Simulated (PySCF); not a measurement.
# BN+: from the state search to spectroscopic constants

One job finds the state of BN+, follows it along the bond with each method and fits the curves.

The runs use PySCF 2.14.0; B def2-TZVPPD, N def2-TZVPPD, no relativity.

## Step 1: The job

Settings of the job:

* atoms: B, N
* charge: 1
* basis: B def2-TZVPPD, N def2-TZVPPD
* Hamiltonian: no relativity
* basis functions: 74
* electrons treated: 11
* masses in u: 11.0093, 14.0031
* levels: PBE0, PBE, r²SCAN, M06, B97-3, revPBE, TPSS, M06-2X, LC-ωPBE, HF, MP2, SCS-MP2, CCSD, CCSD(T)
* grid: 80 radial by 434 angular points
* occupations: held fixed by the projection of orbital angular momentum
* dissociation limit: B+ + N, each in its ground configuration
* starting distance in angstrom: 1.570
* values of 2S to try: 1, 3

Command:

```bash
OMP_NUM_THREADS=1 python dia.py task.json out
```

After this run come: PBE0 along the bond; Higher solutions at PBE0; PBE (GGA); r²SCAN (meta-GGA); M06; B97-3; revPBE; TPSS (meta-GGA); M06-2X; LC-ωPBE (range-separated hybrid); UHF (mean field); Correlated methods on the Hartree–Fock reference.

Q: Predict the outcome of this session. Wanted: for each run, Re; ωe; De; μ.

**Answer**, as computed:

Lowest PBE0 solution found, without spin–orbit coupling: ⁴Σ⁻ (quartet), unpaired electrons σ ↑, π ↑↑. State 2 has its PBE0 minimum 0.31 eV higher, as a spin-mixed determinant (⟨S²⟩ = 1.76), so this is no gap between pure states. State 3 has its PBE0 minimum 0.63 eV higher, as a spin-mixed determinant (⟨S²⟩ = 1.76), so this is no gap between pure states. The other levels ran on the lowest alone.

```tsv
level	Re (Å)	ωe (cm⁻¹)	De (eV)	μ (D)
UHF	1.412	1220	0.84	-3.43
UHF-MP2	1.432	1205	1.50	n/a
UHF-SCS-MP2	1.439	1150	1.34	n/a
UHF-CCSD	1.452	1045	1.08	n/a
UHF-CCSD(T)	1.463	1018	1.23	n/a
PBE	1.455	1109	2.55	-2.61
revPBE	1.462	1088	2.36	-2.63
TPSS	1.452	1132	2.44	-2.66
r²SCAN	1.444	1124	2.36	-2.82
PBE0	1.435	1167	2.22	-2.84
B97-3	1.440	1148	2.07	-2.75
M06	1.440	1176	1.96	-2.73
M06-2X	1.430	1192	1.89	-2.82
LC-ωPBE	1.423	1236	2.19	-2.92
```

De is counted to B+ + N in their ground configurations. A positive dipole points from B to N; in an ion it is taken about the centre of mass and does not tell which atom is negative.

Differences from CCSD(T) in the same basis:

```tsv
level	Re (mÅ)	ωe (%)
UHF	-51	+19.9
UHF-MP2	-31	+18.4
UHF-SCS-MP2	-24	+13.0
UHF-CCSD	-11	+2.7
PBE	-8	+9.0
revPBE	-1	+6.9
TPSS	-11	+11.2
r²SCAN	-19	+10.4
PBE0	-28	+14.7
B97-3	-22	+12.8
M06	-23	+15.5
M06-2X	-33	+17.1
LC-ωPBE	-40	+21.5
```

In words: Judged by CCSD(T) in the same basis: best bond length revPBE (-1 mÅ), worst UHF (-51 mÅ); best wavenumber UHF-CCSD (+2.7 %), worst LC-ωPBE (+21.5 %). Hartree–Fock makes the bond too short and too stiff against this reference, as it mostly does. Among the levels with a De in the table, it runs from 0.84 eV (UHF) to 2.55 eV (PBE).

Correlated steps freeze 2 core orbitals.
